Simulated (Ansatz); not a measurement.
Results of B3LYP (VWN-RPA form) (PAW; Ansatz, a first-principles code) for hcp Zr.

Run with plane-wave cutoff 460 eV, 9×9×6 k mesh (along the axes of the cell as run), Fermi–Dirac smearing 0.05 eV, scalar-relativistic PAW data made under PBE.

Computed at the level's own relaxed cell.

### Question
Give the computed equilibrium lattice constant a and lattice parameter c.

### Answer

* **equilibrium lattice constant a**: 3.282 Å
* **lattice parameter c**: 5.143 Å

Measured, for comparison: lattice constant a 3.232 Å, lattice parameter c 5.148 Å (293 K, no zero-point or thermal correction; as tabulated in Wikipedia's data pages). Computed (rounded) less measured: lattice constant a +1.5 %, lattice parameter c -0.1 %.

Computed values are for the static lattice.
